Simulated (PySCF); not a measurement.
Telling isomers of C3H2O apart by NMR

Theoretical values (PySCF 2.14): coordinates at the GFN2-xTB level, spin–spin couplings from B3LYP/pcJ-1, shieldings: GIAO PBE0/pcSseg-1. Averaged over atoms made equivalent by symmetry, fast rotation or ring inversion, one computed conformer, non-relativistic Hamiltonian, gas phase.

Scale: $^{1}$H (31.72 ppm) and $^{13}$C (186.93 ppm) vs TMS (reference shieldings calculated alike). Multiplet labels drop J under 1 Hz and among equivalent protons, and merge close values. Unscaled 3J(H,H) run several per cent high. Shifts are as computed. Against solution values, carbons near 30 ppm lie about +3 ppm off and those near 130 ppm about +5 ppm. Of 1211 compounds with measured shifts, 218 miss one by over three times the rms of a fit or turn the order of signals round; such compounds aren't used in these exercises.

(1) Tabulate the signals of `C#CC=O`, `O=c1cc1` and their relative energies.

(2) What is the quickest way to tell C#CC=O from O=c1cc1?

## Answers

(1) 
```json
{"SMILES": "C#CC=O", "carbon types": "1×C 2×CH", "δC": "181.1, 92.1, 84.8", "δH": "9.50 (d, 1H), 3.10 (d, 1H)", "E rel. (kcal/mol)": "1.5"}
{"SMILES": "O=c1cc1", "carbon types": "1×C 2×CH", "δC": "172.7, 149.6", "δH": "9.39 (s, 2H)", "E rel. (kcal/mol)": "0.0"}
```

Energies are electronic energies at PBE0/pcSseg-1 on these geometries, without zero-point or thermal terms, each for the one conformer computed, which needn't be the lowest.

(2) Count the carbon signals: 3 against 2. The first has a terminal alkyne carbon (CH) at 92.1 ppm, the second a ring carbonyl carbon (C) at 149.6 ppm. Their most deshielded carbons lie at 181.1 and 172.7 ppm.
